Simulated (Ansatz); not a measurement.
# Nudged elastic band run: CH$_{5}$Si$_{2}$

Input:

```yaml
crystal:
  periodic: [false, false, false]
  atoms:
    - { symbol: Si, position_ang: [-1.181309, 1.022953, -0.386321] }
    - { symbol: C, position_ang: [0.277195, 0.377706, 0.364478] }
    - { symbol: Si, position_ang: [0.651428, -1.321714, 0.6503] }
    - { symbol: H, position_ang: [-1.71758, 0.219394, -1.46473] }
    - { symbol: H, position_ang: [-1.103949, 2.419817, -0.759693] }
    - { symbol: H, position_ang: [0.848202, 1.092884, 0.972188] }
    - { symbol: H, position_ang: [2.029477, -1.585072, 1.008788] }
    - { symbol: H, position_ang: [0.196527, -2.225959, -0.38503] }
magnetization:
  spin_polarized: true
  initial_magnetization: 1
basis:
  gaussian: { orbitals: STO-3G }
hamiltonian:
  xc: b3lyp
  dispersion: d4
neb:
  order_check: false
  images: 5
  f_tol: 0.05
  max_iterations: 60
  initial_path: idpp
  final_atoms:
    - { symbol: Si, position_ang: [-0.80600325, 1.09920057, -0.81353871] }
    - { symbol: C, position_ang: [0.28408949, 0.38748253, 0.36679613] }
    - { symbol: Si, position_ang: [0.64985217, -1.3126529, 0.59685394] }
    - { symbol: H, position_ang: [-1.41984634, 2.35874351, -0.44527626] }
    - { symbol: H, position_ang: [-1.77386634, 0.18752255, -1.38521849] }
    - { symbol: H, position_ang: [0.79475564, 1.08764705, 1.03846251] }
    - { symbol: H, position_ang: [1.94651441, -1.63060134, 1.15858558] }
    - { symbol: H, position_ang: [0.32449524, -2.17733297, -0.51668471] }
```

Launched with:

```bash
$ ansatz run input.yaml --threads 1 --pin off --max-ram 2048MiB --backend cpu --events-out ev --progress --plain --runs-dir out
```

Output, in part (warnings, iteration lines, the closing report on the highest movable image, with atoms numbered from 0):

```
NEB end point (image 0): max|allowed force component| = 3.533e-3 eV/Å (the criterion of neb.relax_end_points is 1.000e-2)
NEB end point (image 6): max|allowed force component| = 5.453e-3 eV/Å (the criterion of neb.relax_end_points is 1.000e-2)
NEB iter   1: max|band force component| = 2.869e0 eV/Å  barrier→ = 0.9169 eV  barrier← = 0.9127 eV  Δτ_max = 0.1944 Å  (256 SCF iters)
NEB iter   2: max|band force component| = 1.464e0 eV/Å  barrier→ = 0.4943 eV  barrier← = 0.4901 eV  Δτ_max = 0.2000 Å  (158 SCF iters)
NEB iter   3: max|band force component| = 7.803e-1 eV/Å  barrier→ = 0.3808 eV  barrier← = 0.3766 eV  Δτ_max = 0.1319 Å  (163 SCF iters)
NEB iter   4: max|band force component| = 5.334e-1 eV/Å  barrier→ = 0.3457 eV  barrier← = 0.3415 eV  Δτ_max = 0.1745 Å  (152 SCF iters)
NEB iter   5: max|band force component| = 2.612e-1 eV/Å  barrier→ = 0.3362 eV  barrier← = 0.3319 eV  CI = image 3  Δτ_max = 0.0870 Å  (152 SCF iters)
NEB iter   6: max|band force component| = 1.651e-1 eV/Å  barrier→ = 0.3357 eV  barrier← = 0.3315 eV  CI = image 3  Δτ_max = 0.0532 Å  (141 SCF iters)
NEB iter   7: max|band force component| = 7.165e-2 eV/Å  barrier→ = 0.3347 eV  barrier← = 0.3304 eV  CI = image 3  Δτ_max = 0.0249 Å  (141 SCF iters)
NEB iter   8: max|band force component| = 5.347e-2 eV/Å  barrier→ = 0.3343 eV  barrier← = 0.3301 eV  CI = image 3  Δτ_max = 0.0113 Å  (136 SCF iters)
NEB iter   9: max|band force component| = 2.521e-2 eV/Å  barrier→ = 0.3343 eV  barrier← = 0.3301 eV  CI = image 3  Δτ_max = 0.0000 Å  (296 SCF iters)
Total energy: -16674.78224018 eV, -612.7869447532 hartree
Atom 0 at    -1.370640     1.064834    -0.151364 Å, force     0.001456     0.002651     0.000544 eV/Å
Atom 1 at     0.078139     0.297416     0.716479 Å, force     0.002404     0.008119    -0.001067 eV/Å
Atom 2 at     1.102636    -0.875320     0.083540 Å, force     0.001269    -0.000914    -0.005466 eV/Å
Atom 3 at    -2.316138     0.029681    -0.549602 Å, force     0.000633    -0.000909     0.000908 eV/Å
Atom 4 at    -0.932052     1.683507    -1.395900 Å, force    -0.000356    -0.000391    -0.001353 eV/Å
Atom 5 at     0.286683     0.641910     1.734475 Å, force    -0.004839    -0.006838     0.004042 eV/Å
Atom 6 at     2.217097    -1.437628     0.809431 Å, force     0.000806     0.002611     0.000023 eV/Å
Atom 7 at     0.934267    -1.404391    -1.247079 Å, force    -0.001375    -0.004329     0.002369 eV/Å
Dipole moment:     0.086297    -0.036509     0.068633 e Å
```

It converged. A vibrational analysis at the climbing image gives one clearly imaginary mode, 254i cm⁻¹: a first-order saddle point. Limits of this set-up: minimal basis.

Final band (atoms are numbered from 1 in the order of the input):

```csv
image,path coordinate (Å),energy (eV),dihedral H5–Si1–C2–Si3 (°)
0,0.00,0.00,-167
1,0.78,0.08,-122
2,1.56,0.25,-89
3,2.35,0.33,-57
4,3.19,0.24,-24
5,4.02,0.05,9
6,4.86,0.00,19
```

Run time: 47 s on 1 thread of Intel(R) Xeon(R) 6975P-C (Granite Rapids), on a shared host, peak memory 0.12 GiB.
